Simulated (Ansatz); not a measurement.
# BH₂O (doublet): the correlation ladder at a displaced geometry (v2), cc-pVDZ

One table from this session's results is given with a row withheld; the runs are named, their logs left out.

Program: Ansatz 0.2.0, Gaussian basis. Level of theory: cc-pVDZ, core rule «outside noble gas», up to 2 orbitals frozen. These are calculated values, not measurements.

The runs, in order: UHF; CCSD(T) on ROHF; CCSD(T) on UHF; BCCD(T) on ROHF; CISD as a restricted active space (open shells left free, so some higher excitations enter); CCSDT(Q) on ROHF; CCSDT(Q) on UHF.

27 further runs of the same task are left out: 15 for a known fault of the program, 4 that didn't finish, 8 set aside as unsound or not needed. Runs told in other sessions of the task aren't counted.

**The system**

The geometry is a PBE0/def2-TZVP stationary point (not a proven minimum) with its atoms shifted at random (size 0.100 Å).

4 atoms, charge 0, spin multiplicity 2.

Atoms are counted from 1 here; the program's logs count them from 0.

Bond lengths: B1–O2 1.335 Å, B1–H3 1.191 Å, O2–H4 1.034 Å. Angles: O2–B1–H3 120.5°, B1–O2–H4 108.9°.

The first run:

File in.yaml:

```yaml
crystal:
  periodic: [false, false, false]
  atoms:
    - {symbol: B, position_ang: [0.094776, -0.239477, 0.734250]}
    - {symbol: O, position_ang: [-0.070099, 0.168057, -0.526044]}
    - {symbol: H, position_ang: [0.006522, 0.533874, 1.635311]}
    - {symbol: H, position_ang: [0.089630, -0.632906, -1.160672]}
basis:
  gaussian: {orbitals: cc-pVDZ}
magnetization: {spin_polarized: true, initial_magnetization: 1}
hamiltonian: {xc: hf}
output: {orbitals: {seedname: orbitals}}
```

Started as:

```sh
> ansatz run in.yaml --threads 1 --pin off --events-out ev --progress --plain --max-ram 2393MiB
```

Among the steps run: UHF; CCSD(T) on ROHF; CCSD(T) on UHF; BCCD(T) on ROHF; CISD as a restricted active space (open shells left free, so some higher excitations enter); CCSDT(Q) on ROHF; CCSDT(Q) on UHF.

One of the session's tables, all rows but one given; the rest of the session is left out.

| method | from UCCSDT(Q) (kcal/mol) |
| --- | --- |
| ROHF | +178.20 |
| UHF | +177.41 |
| RMP2 | +15.76 |
| UMP2 | +15.63 |
| CISD | ? |
| RCCSD | +4.99 |
| UCCSD | +4.99 |
| RCCSD(T) | +0.79 |
| UCCSD(T) | +0.78 |
| BCCD(T) | +0.77 |
| RCCSDT | +0.44 |
| UCCSDT | +0.44 |
| RCCSDT(Q) | +0.06 |
| UCCSDT(Q) | 0 |

Q: Estimate the row for CISD from the others.

The run gave: from UCCSDT(Q) (kcal/mol): +15.93. In the column «from UCCSDT(Q) (kcal/mol)» it lies between RMP2 (+15.76) and UHF (+177.41).

Limits of these values: Restricted and unrestricted rows rest on different reference determinants; a gap between their highest levels can come from leftover correlation error, from unlike frozen cores or from another state.
